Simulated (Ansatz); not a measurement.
**Nudged elastic band run: C$_{2}$H$_{7}$Al**

The input (input.yaml):

```yaml
crystal:
  periodic: [false, false, false]
  atoms:
    - { symbol: Al, position_ang: [0.126186, -0.089191, 0.457269] }
    - { symbol: H, position_ang: [-0.223492, -0.309796, 2.018914] }
    - { symbol: C, position_ang: [2.026964, 0.033492, -0.063559] }
    - { symbol: H, position_ang: [2.571686, -0.887918, 0.217511] }
    - { symbol: H, position_ang: [2.182028, 0.197139, -1.143178] }
    - { symbol: H, position_ang: [2.531263, 0.856915, 0.477065] }
    - { symbol: C, position_ang: [-1.373974, 0.03666, -0.819891] }
    - { symbol: H, position_ang: [-1.935711, -0.91664, -0.853893] }
    - { symbol: H, position_ang: [-2.10359, 0.803894, -0.499082] }
    - { symbol: H, position_ang: [-1.064659, 0.275347, -1.851256] }
basis:
  gaussian: { orbitals: "6-31G*" }
hamiltonian:
  xc: pbe
neb:
  order_check: false
  images: 5
  f_tol: 0.05
  max_iterations: 60
  final_atoms:
    - { symbol: Al, position_ang: [-1.37144394, -1.13126563, 0.78555322] }
    - { symbol: H, position_ang: [1.73910377, 0.23344945, 1.42878564] }
    - { symbol: C, position_ang: [2.15727915, 0.22762167, 0.40975498] }
    - { symbol: H, position_ang: [2.32423017, -0.81208973, 0.08850348] }
    - { symbol: H, position_ang: [1.46145147, 0.72342962, -0.28417855] }
    - { symbol: H, position_ang: [3.1169247, 0.7669705, 0.40963757] }
    - { symbol: C, position_ang: [-1.62796193, -0.1538765, -0.95398555] }
    - { symbol: H, position_ang: [-2.5422685, -0.49572315, -1.48027086] }
    - { symbol: H, position_ang: [-1.73716952, 0.93994183, -0.80610848] }
    - { symbol: H, position_ang: [-0.78344436, -0.29855607, -1.65779145] }
  initial_path:
    images:
      - { positions_ang: [[0.126186, -0.089191, 0.457269], [-0.223492, -0.309796, 2.018914], [2.026964, 0.033492, -0.063559], [2.571686, -0.887918, 0.217511], [2.182028, 0.197139, -1.143178], [2.531263, 0.856915, 0.477065], [-1.373974, 0.03666, -0.819891], [-1.935711, -0.91664, -0.853893], [-2.10359, 0.803894, -0.499082], [-1.064659, 0.275347, -1.851256]] }
      - { positions_ang: [[0.08391368, -0.06253285, 0.30449678], [0.18978957, -0.21279454, 1.8244139], [2.0621084, 0.02992631, 0.08973289], [2.54181573, -0.92976882, 0.21385153], [2.11790003, 0.31395423, -0.95254205], [2.65078723, 0.75901635, 0.65188902], [-1.48367281, 0.01732564, -0.87729888], [-2.03931251, -0.93326566, -0.83044421], [-2.17726997, 0.81615095, -0.5565488], [-1.20935837, 0.20189038, -1.92765018]] }
      - { positions_ang: [[0.04164137, -0.0358747, 0.15172456], [0.60307113, -0.11579308, 1.62991379], [2.09725281, 0.02636062, 0.24302478], [2.51194547, -0.97161964, 0.21019207], [2.05377207, 0.43076946, -0.7619061], [2.77031147, 0.6611177, 0.82671303], [-1.59337162, -0.00200871, -0.93470676], [-2.14291402, -0.94989132, -0.80699542], [-2.25094994, 0.82840791, -0.61401559], [-1.35405773, 0.12843376, -2.00404436]] }
      - { positions_ang: [[-0.00063095, -0.00921654, -0.00104766], [1.0163527, -0.01879162, 1.43541369], [2.13239721, 0.02279493, 0.39631667], [2.4820752, -1.01347046, 0.2065326], [1.9896441, 0.54758469, -0.57127016], [2.8898357, 0.56321905, 1.00153705], [-1.70307043, -0.02134307, -0.99211464], [-2.24651553, -0.96651698, -0.78354663], [-2.32462991, 0.84066486, -0.67148239], [-1.4987571, 0.05497714, -2.08043854]] }
      - { positions_ang: [[-0.45756861, -0.38323291, 0.26115263], [1.25726972, 0.06528874, 1.43320434], [2.14069119, 0.09107051, 0.40079611], [2.42946019, -0.94634355, 0.16718956], [1.81357989, 0.60619967, -0.47557295], [2.96553204, 0.6311362, 0.80423722], [-1.67803426, -0.06552088, -0.97940494], [-2.34509985, -0.80958571, -1.01578804], [-2.12880978, 0.87375718, -0.71635775], [-1.26031952, -0.06286726, -1.93955617]] }
      - { positions_ang: [[-0.91450627, -0.75724927, 0.52335293], [1.49818674, 0.1493691, 1.43099499], [2.14898517, 0.15934609, 0.40527554], [2.37684518, -0.87921664, 0.12784652], [1.63751568, 0.66481465, -0.37987575], [3.04122837, 0.69905335, 0.60693739], [-1.65299809, -0.10969869, -0.96669525], [-2.44368418, -0.65265443, -1.24802945], [-1.93298965, 0.90684951, -0.76123311], [-1.02188194, -0.18071167, -1.79867381]] }
      - { positions_ang: [[-1.37144394, -1.13126563, 0.78555322], [1.73910377, 0.23344945, 1.42878564], [2.15727915, 0.22762167, 0.40975498], [2.32423017, -0.81208973, 0.08850348], [1.46145147, 0.72342962, -0.28417855], [3.1169247, 0.7669705, 0.40963757], [-1.62796193, -0.1538765, -0.95398555], [-2.5422685, -0.49572315, -1.48027086], [-1.73716952, 0.93994183, -0.80610848], [-0.78344436, -0.29855607, -1.65779145]] }
```

Launched with:

```bash
$ ansatz run input.yaml --threads 1 --pin off --max-ram 2048MiB --backend cpu --events-out ev --progress --plain --runs-dir out
```

Output, in part (warnings, iteration lines, the closing report on the highest movable image, with atoms numbered from 0):

```
NEB end point (image 0): max|allowed force component| = 2.291e-2 eV/Å (the criterion of neb.relax_end_points is 1.000e-2)
NEB end point (image 6): max|allowed force component| = 1.399e-2 eV/Å (the criterion of neb.relax_end_points is 1.000e-2)
NEB iter   1: max|band force component| = 3.792e0 eV/Å  barrier→ = 4.9010 eV  barrier← = 4.0554 eV  Δτ_max = 0.1990 Å  (253 SCF iters)
NEB iter   2: max|band force component| = 1.923e0 eV/Å  barrier→ = 4.0489 eV  barrier← = 3.2032 eV  Δτ_max = 0.1933 Å  (134 SCF iters)
NEB iter   3: max|band force component| = 2.020e0 eV/Å  barrier→ = 3.3654 eV  barrier← = 2.5197 eV  Δτ_max = 0.1851 Å  (132 SCF iters)
NEB iter   4: max|band force component| = 1.704e0 eV/Å  barrier→ = 2.8639 eV  barrier← = 2.0182 eV  Δτ_max = 0.1945 Å  (133 SCF iters)
NEB iter   5: max|band force component| = 1.186e0 eV/Å  barrier→ = 2.2874 eV  barrier← = 1.4418 eV  Δτ_max = 0.1993 Å  (134 SCF iters)
NEB iter   6: max|band force component| = 9.493e-1 eV/Å  barrier→ = 2.5363 eV  barrier← = 1.6906 eV  Δτ_max = 0.2000 Å  (130 SCF iters)
NEB iter   7: max|band force component| = 1.049e0 eV/Å  barrier→ = 2.6447 eV  barrier← = 1.7990 eV  Δτ_max = 0.1006 Å  (130 SCF iters)
NEB iter   8: max|band force component| = 1.737e0 eV/Å  barrier→ = 2.4841 eV  barrier← = 1.6384 eV  CI = image 2  Δτ_max = 0.1997 Å  (130 SCF iters)
NEB iter   9: max|band force component| = 2.439e0 eV/Å  barrier→ = 2.8252 eV  barrier← = 1.9796 eV  CI = image 2  Δτ_max = 0.0995 Å  (136 SCF iters)
NEB iter  10: max|band force component| = 1.977e0 eV/Å  barrier→ = 2.9943 eV  barrier← = 2.1487 eV  CI = image 2  Δτ_max = 0.2000 Å  (130 SCF iters)
NEB iter  11: max|band force component| = 1.322e0 eV/Å  barrier→ = 2.9205 eV  barrier← = 2.0748 eV  CI = image 2  Δτ_max = 0.1998 Å  (128 SCF iters)
NEB iter  12: max|band force component| = 6.863e-1 eV/Å  barrier→ = 2.8650 eV  barrier← = 2.0194 eV  CI = image 2  Δτ_max = 0.1982 Å  (131 SCF iters)
NEB iter  13: max|band force component| = 2.968e-1 eV/Å  barrier→ = 2.8545 eV  barrier← = 2.0089 eV  CI = image 2  Δτ_max = 0.1642 Å  (129 SCF iters)
NEB iter  14: max|band force component| = 1.502e-1 eV/Å  barrier→ = 2.8439 eV  barrier← = 1.9983 eV  CI = image 2  Δτ_max = 0.0744 Å  (130 SCF iters)
NEB iter  15: max|band force component| = 8.206e-2 eV/Å  barrier→ = 2.8415 eV  barrier← = 1.9959 eV  CI = image 2  Δτ_max = 0.1078 Å  (133 SCF iters)
NEB iter  16: max|band force component| = 7.702e-2 eV/Å  barrier→ = 2.8405 eV  barrier← = 1.9948 eV  CI = image 2  Δτ_max = 0.0758 Å  (131 SCF iters)
NEB iter  17: max|band force component| = 9.662e-2 eV/Å  barrier→ = 2.8393 eV  barrier← = 1.9936 eV  CI = image 2  Δτ_max = 0.0381 Å  (131 SCF iters)
NEB iter  18: max|band force component| = 8.902e-2 eV/Å  barrier→ = 2.8376 eV  barrier← = 1.9920 eV  CI = image 2  Δτ_max = 0.0381 Å  (133 SCF iters)
NEB iter  19: max|band force component| = 7.552e-2 eV/Å  barrier→ = 2.8361 eV  barrier← = 1.9905 eV  CI = image 2  Δτ_max = 0.0763 Å  (133 SCF iters)
NEB iter  20: max|band force component| = 4.467e-2 eV/Å  barrier→ = 2.8331 eV  barrier← = 1.9875 eV  CI = image 2  Δτ_max = 0.0763 Å  (131 SCF iters)
NEB iter  21: max|band force component| = 5.975e-2 eV/Å  barrier→ = 2.8303 eV  barrier← = 1.9847 eV  CI = image 2  Δτ_max = 0.0763 Å  (28 SCF iters)
NEB iter  22: max|band force component| = 6.192e-2 eV/Å  barrier→ = 2.8279 eV  barrier← = 1.9823 eV  CI = image 2  Δτ_max = 0.0763 Å  (127 SCF iters)
NEB iter  23: max|band force component| = 7.172e-2 eV/Å  barrier→ = 2.8261 eV  barrier← = 1.9805 eV  CI = image 2  Δτ_max = 0.0763 Å  (129 SCF iters)
NEB iter  24: max|band force component| = 6.924e-2 eV/Å  barrier→ = 2.8250 eV  barrier← = 1.9793 eV  CI = image 2  Δτ_max = 0.0767 Å  (129 SCF iters)
NEB iter  25: max|band force component| = 1.856e-1 eV/Å  barrier→ = 2.8245 eV  barrier← = 1.9788 eV  CI = image 2  Δτ_max = 0.0382 Å  (132 SCF iters)
NEB iter  26: max|band force component| = 2.557e-2 eV/Å  barrier→ = 2.8242 eV  barrier← = 1.9785 eV  CI = image 2  Δτ_max = 0.0000 Å  (272 SCF iters)
Total energy: -8774.65301519 eV, -322.4625506346 hartree
Atom 0 at    -0.389227     0.457576     0.903916 Å, force    -0.003394    -0.005059     0.000475 eV/Å
Atom 1 at     1.021936     0.420787     1.658891 Å, force    -0.001722     0.000490    -0.005940 eV/Å
Atom 2 at     1.682528    -0.081261     0.096579 Å, force     0.001390     0.009999    -0.001566 eV/Å
Atom 3 at     1.490575    -1.049250    -0.400246 Å, force    -0.000198    -0.003379     0.001936 eV/Å
Atom 4 at     1.766761     0.732369    -0.649202 Å, force    -0.001339    -0.004651     0.000921 eV/Å
Atom 5 at     2.627029    -0.142192     0.659163 Å, force     0.000053    -0.001462     0.000810 eV/Å
Atom 6 at    -1.252313    -0.002733    -0.827143 Å, force     0.012277    -0.001546     0.006957 eV/Å
Atom 7 at    -1.187099    -1.097476    -0.968322 Å, force    -0.002049     0.002429    -0.000208 eV/Å
Atom 8 at    -2.312343     0.289866    -0.869720 Å, force    -0.004731     0.000908     0.000050 eV/Å
Atom 9 at    -0.711146     0.472216    -1.664015 Å, force    -0.000286     0.002271    -0.003436 eV/Å
Dipole moment:     0.006751    -0.087603    -0.267379 e Å
```

The forces met the threshold. The band force fell under the threshold earlier too, but the program's further tests of the path sent the band on. Neighbouring images differ by up to 2.8 eV, so the band resolves the path poorly. A vibrational analysis at the climbing image gives one clearly imaginary mode, 1121i cm⁻¹: a first-order saddle point. The orbitals stay closed-shell, which can raise the energy where a bond breaks towards radicals; this wasn't checked here.

Final band (atoms are numbered from 1 in the order of the input):

```
image  path coordinate (Å)  energy (eV)  Al1–H2 (Å)  Al1–C3 (Å)  H2–C3 (Å)
    0                 0.00         0.00        1.62        1.97       3.09
    1                 1.94         0.01        1.61        1.98       3.11
    2                 3.88         2.82        1.60        2.29       1.77
    3                 5.09         0.88        2.51        3.25       1.11
    4                 6.29         0.85        3.20        3.86       1.10
    5                 7.49         0.85        3.24        3.92       1.10
    6                 8.69         0.85        3.46        3.80       1.10
```

Run time: 3.9 min on 1 thread of Intel(R) Xeon(R) Platinum 8259CL CPU @ 2.50GHz (Skylake/Cascade Lake), on a shared host, peak memory 0.15 GiB.
